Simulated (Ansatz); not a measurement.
Rock-salt TiC was calculated with LDA (PAW; Ansatz, a program for electronic structure).

Settings: plane-wave cutoff 520 eV, 16×16×16 k mesh, Fermi–Dirac smearing 0.1 eV, perturbation theory, force constants from a 4×4×4 q mesh, no spin polarisation, scalar-relativistic PAW data made under PBE.

Computed at the level's own relaxed cell. Harmonic vibrational thermodynamics at fixed volume:

```tsv
T (K)	S_vib (J/K per mol of atoms)	C_V (J/K per mol of atoms)	F_vib (eV/atom)
0	0.00	0.00	0.0864
100	___	___	___
200	___	___	___
300	___	___	___
400	___	___	___
600	___	___	___
1000	___	___	___
```

Problem. Complete the blanks.

Solution. 
- 100, S_vib (J/K per mol of atoms): 1.17
- 100, C_V (J/K per mol of atoms): 3.42
- 100, F_vib (eV/atom): 0.0861
- 200, S_vib (J/K per mol of atoms): 6.04
- 200, C_V (J/K per mol of atoms): 11.33
- 200, F_vib (eV/atom): 0.0826
- 300, S_vib (J/K per mol of atoms): 11.73
- 300, C_V (J/K per mol of atoms): 16.64
- 300, F_vib (eV/atom): 0.0734
- 400, S_vib (J/K per mol of atoms): 16.97
- 400, C_V (J/K per mol of atoms): 19.59
- 400, F_vib (eV/atom): 0.0584
- 600, S_vib (J/K per mol of atoms): 25.51
- 600, C_V (J/K per mol of atoms): 22.29
- 600, F_vib (eV/atom): 0.0140
- 1000, S_vib (J/K per mol of atoms): 37.38
- 1000, C_V (J/K per mol of atoms): 23.93
- 1000, F_vib (eV/atom): -0.1182

The crystal is taken as a harmonic solid at every temperature: melting, phase changes and thermal expansion are not seen, nor the electrons' share in a metal.
